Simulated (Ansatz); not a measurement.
## Ansatz (development build ahead of 0.2.0) run

```yaml
crystal:
  periodic: [false, false, false]
  atoms:
    - { symbol: B, position_ang: [0.0, 0.0, 0.0] }
    - { symbol: C, position_ang: [0.0, 0.0, 3.0912] }
basis:
  gaussian: { orbitals: pcseg-2 }
magnetization:
  spin_polarized: true
  initial_magnetization: 1
hamiltonian:
  xc: { name: wB97X }
```

The input is written out in the form of the current development build from the run's settings.

The run gave:

```
Converged                       : yes
Total energy                    : -62.50523 hartree
Spin squared of the determinant : 1.763
Stability test                  : minimum
```

Caution: charge can spread falsely over distant fragments; the unrestricted determinant is a mixture of spin states.
